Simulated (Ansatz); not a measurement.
Basis-set extrapolation for the Si atom (frozen core, Ansatz 0.2.0). Multiplicity 3, UHF reference.

|  | cc-pV(T+d)Z | cc-pV(Q+d)Z |
| --- | --- | --- |
| HF | -288.856491 | -288.858451 |
| MP2 correlation | -0.056126 | -0.059852 |
| CCSD(T) correlation | -0.076946 | -0.079360 |

Energies in hartree. Use E(X) = E(∞) + A·exp(−5.46·√X) for Hartree–Fock and E(X) = E(∞) + B·X^(−3.05) for correlation, with X = 3 and 4.

Question: What is the CCSD(T) energy at the basis-set limit?

Answer: HF limit: -288.858451 + (-0.001960) × 0.30130 = -288.85904. Correlation limit: -0.079360 + (-0.002414) × 0.71189 = -0.08108. Total: -288.94012 hartree, 17.5 kJ/mol below CCSD(T)/cc-pV(T+d)Z.
